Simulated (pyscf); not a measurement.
This saddle point was located with ωB97X-D3(BJ)/def2-SVP in PySCF.

```xyz
8

O      1.5350     0.2041     0.1327
W     -0.1122     0.2138    -0.2548
O     -0.6075     1.8216    -0.1323
F     -1.7277    -1.2745    -0.3459
F     -0.1010    -0.1696    -2.0804
O     -0.7493    -0.6079     1.4888
H     -1.5155    -1.2707     0.7337
H     -0.2130    -0.8481     2.2525
```

Surface: singlet, charge 0. Lowest wavenumbers (cm⁻¹): 530i, 53, 201, 235, 270.

Task: What reaction is this the transition state of?

Result: `[O]=[W](=[O])([F])[F]` + `[OH2]` <-> `[O]=[W](=[O])([OH])[F]` + `[FH]`, a four-centre exchange read from left to right: F–W, H–O broken and O–W, F–H formed. At ωB97M-D3(BJ)/def2-TZVP it lies +0.16 eV from the left side and -0.03 eV from the right (each side as separated species at their lowest minima found). On the reactant side the descent ends in an adduct with a O–W contact, 0.76 eV under the separated species and 0.84 eV under the saddle at ωB97X-D3(BJ)/def2-TZVP. On the product side the descent ends in a complex, 0.34 eV under the separated species and 0.25 eV under the saddle at ωB97X-D3(BJ)/def2-TZVP. At ωB97M-D3(BJ) the saddle lies under the separated products, which points to a path from their complex (located at ωB97X-D3(BJ) alone), and parting the products costs more than the saddle. What is counted as formed (O–W) is already present as a longer contact in the reactant adduct; forming that adduct is a step of its own. This is the saddle that the search found; another between the same sides may lie lower. Elements past Kr carry the def2 core potentials, without spin-orbit coupling.
